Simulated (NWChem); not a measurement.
# C4H5N cation, doublet; SMILES of the neutral closed-shell parent c1cc[nH]c1

```xyz
10

C      0.6778    -1.0264     0.0000
C     -0.6969    -1.0137     0.0000
C     -1.1073     0.3607     0.0000
N      0.0103     1.1418     0.0000
C      1.1135     0.3398     0.0000
H      1.3374    -1.8836     0.0000
H     -1.3723    -1.8585     0.0000
H     -2.1020     0.7897     0.0000
H      0.0198     2.1568     0.0000
H      2.1158     0.7506     0.0000
```
Atoms are numbered in this order, from 1.

Results from NWChem. Pople sets run with spherical d functions. Spin-unrestricted. In the optimisation the excess spin sits in a" (Cs, its own frame). Geometry: optimised at B3LYP/6-31G* (spherical d), spin-unrestricted. The spin multiplicity was typed, not searched, and may not be the lowest. No stability test was run on the SCF state. Vzz is the largest principal value of the second derivative of the potential at the nucleus (NWChem prints the opposite sign); η is the asymmetry. Non-relativistic.

```csv
level,Vzz N4 (a.u.),η N4,relative time
B3LYP/6-31G*,-0.534,0.18,1
B3LYP/cc-pVTZ,-0.490,0.22,4
CAM-B3LYP/def2-SVP,-0.530,0.17,3
```

Times are rough ratios from one shared machine.
